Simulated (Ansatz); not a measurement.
Crystal: Ag$_{2}$O$_{5}$, cubic X2O5 type, 14 atoms in the cell.

Space group Pn-3m, simple cubic cell, positions in fractions of the edge: Ag (0 0 0), (0.5 0.5 0), (0.5 0 0.5), (0 0.5 0.5); O (0.5 0 0), (0 0.5 0), (0 0 0.5), (0.5 0.5 0.5), (0.75 0.75 0.25), (0.75 0.25 0.75), (0.25 0.75 0.75), (0.75 0.25 0.25), (0.25 0.75 0.25), (0.25 0.25 0.75).

Theory: PBE, plane waves, PAW datasets (generated soft set 1) (Ansatz 0.2.0 development build).

Cutoff 420 eV; k-mesh 21×21×21 Γ-centred; Fermi–Dirac smearing of 0.0612 eV; no spin polarisation.

```json
{"V (Å³/atom)": "10.493", "a (Å)": "5.2765", "E − E(min) (meV/atom)": "1.97", "P (GPa)": "2.88"}
{"V (Å³/atom)": "10.707", "a (Å)": "5.3121", "E − E(min) (meV/atom)": "0.00", "P (GPa)": "0.12"}
{"V (Å³/atom)": "10.921", "a (Å)": "5.3473", "E − E(min) (meV/atom)": "1.51", "P (GPa)": "-2.32"}
{"V (Å³/atom)": "11.136", "a (Å)": "5.3821", "E − E(min) (meV/atom)": "6.09", "P (GPa)": "-4.48"}
{"V (Å³/atom)": "11.350", "a (Å)": "5.4163", "E − E(min) (meV/atom)": "13.38", "P (GPa)": "-6.39"}
```

(1) Fit a third-order Birch–Murnaghan equation of state to the energies.

Answers

(1) V₀ = 10.717 Å³/atom (a₀ = 5.314 Å), B₀ = 129 GPa, B₀′ = 5.17.

The published all-electron PBE values for this crystal (mean of FLEUR and WIEN2k, k-spacing 0.06 Å⁻¹; Bosoni et al., Nat. Rev. Phys. 6, 45 (2024)) are V₀ = 10.709 Å³/atom, B₀ = 129.5 GPa, B₀′ = 5.13.

The stress includes the program's correction for the finite plane-wave basis.

This cubic structure is a model: it isn't the usual form of the substance at ambient conditions, and such phases are metastable or hypothetical. Spin polarisation is left out, and a magnetic state may lie lower.
